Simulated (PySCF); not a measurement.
Compound: C4H3OS (charge -1).
Z-matrix (Å and degrees, GFN2-xTB geometry), rows numbered from 1:
```
O 
C   1  1.2305
C   2  1.3796  1  133.57
C   3  1.4073  2  116.19  1   179.99
C   4  1.3530  3  114.67  2     0.01
S   5  1.7444  4  111.75  3    -0.01
H   3  1.0799  2  120.34  1    -0.02
H   4  1.0834  3  122.65  2  -179.98
H   5  1.0747  4  129.25  3   179.98
```

Computed, not measured: delta-SCF UKS SCAN, pcX-2 on the ionised atom, pcseg-1 elsewhere, spin-free X2C in PySCF. The ground state was rerun for each ionised atom, in the same mixed basis as its hole state.

| ionised atom | basis functions | E(ground) (Eh) | E(ionised) (Eh) |
| --- | --- | --- | --- |
| C2 | 134 | -628.66253 | -618.12284 |
| C3 | 134 | -628.65803 | -618.21122 |
| C4 | 134 | -628.65731 | -618.17477 |
| C5 | 134 | -628.65815 | -618.18682 |
| O1 | 134 | -628.68333 | -609.17613 |
| S6 | 145 | -628.78996 | -537.96033 |

Task: Turn these total energies into binding energies.

Result: E(ionised) − E(ground), at 27.2114 eV a hartree:

| atom | environment | difference (Eh) | binding energy (eV) |
| --- | --- | --- | --- |
| C2 | aromatic carbon bearing oxygen | 10.53969 | 286.80 |
| C3 | aromatic CH carbon | 10.44681 | 284.27 |
| C4 | aromatic CH carbon | 10.48254 | 285.24 |
| C5 | aromatic CH next to a ring sulfur | 10.47133 | 284.94 |
| O1 | aryloxide oxygen | 19.50720 | 530.82 |
| S6 | thiophene-type sulfur | 90.82963 | 2471.60 |

Task: How much do the ground-state energies differ, and what would follow from using one of them for all holes?

Result: They run from -628.7900 Eh (core basis on S6) to -628.6573 Eh (on C4), 0.1327 Eh or 3.61 eV apart, though the state is the same; only basis and grid differ. Pairing the ion of C4 with the ground state of S6 would put its binding energy 3.61 eV too high.

Only 1s holes are shown. Spin contamination (⟨S²⟩ against 0.75 for a pure doublet) is marked for C 1s of C2 (0.91), which makes this value less certain. The species carries charge -1, so core ionisation leaves a neutral species. The basis sets have no added diffuse functions. Isolated species at its GFN2-xTB geometry, gas phase.

Time: 37 s wall. Hardware: x86-64 server, one thread, shared host.
